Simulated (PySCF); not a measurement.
**CH₂ at several levels of theory**

All levels use the PBE0 minimum (triplet; C–H 1.079 Å (×2); H–C–H 134.8°), basis [C def2-TZVP, H def2-TZVP], no relativity, density fitting, no spin–orbit coupling, PySCF. For vertical energies the ionised species is a doublet (spins chosen at PBE0 and kept) and the electron-attached one a doublet. Atomisation goes to high-spin ground-configuration atoms, without zero-point energy. Open shells are unrestricted, also as the reference of the correlated levels. A dash marks a value that was not computed or is not defined at that level.

```xyz
3
charge 0 multiplicity 3, angstrom
C     0.0000    0.0000   -0.0596
H     0.9960    0.0000    0.3551
H    -0.9960    0.0000    0.3551
```

| level | atomisation (kJ/mol) | vertical IP (eV) | vertical EA (eV) | −ε(HOMO) (eV) | dipole (D) |
| --- | --- | --- | --- | --- | --- |
| PBE0 | 809 | 10.53 | -0.34 | 7.17 | 0.64 |
| CCSD(T) | ? | ? | ? | – | – |
| HF | 646 | 9.70 | -1.80 | 11.14 | 0.59 |
| PBE | ? | ? | ? | ? | ? |
| r2SCAN | 821 | 10.65 | -0.36 | 6.17 | 0.61 |
| B3LYP | 802 | 10.44 | -0.13 | 6.78 | 0.65 |
| TPSSh | 828 | 10.46 | -0.42 | 6.38 | 0.64 |
| MP2 | 767 | 10.31 | -0.50 | – | – |
| wB97X | 793 | 10.33 | -0.23 | 9.52 | 0.67 |
| CAM-B3LYP | 803 | 10.46 | -0.16 | 8.52 | 0.67 |

Problem. Fill in the row of CCSD(T).

Solution. atomisation (kJ/mol) 768, vertical IP (eV) 10.33, vertical EA (eV) -0.46.

Problem. Fill in the row of PBE.

Solution. atomisation (kJ/mol) 812, vertical IP (eV) 10.57, vertical EA (eV) -0.20, −ε(HOMO) (eV) 5.69, dipole (D) 0.64.

For CH₂ itself CCSD(T) correlates 6 electrons; T1 = 0.011, D1 = 0.030, (T) = -8 kJ/mol.

Without diffuse functions attachment energies tend to come out too low.
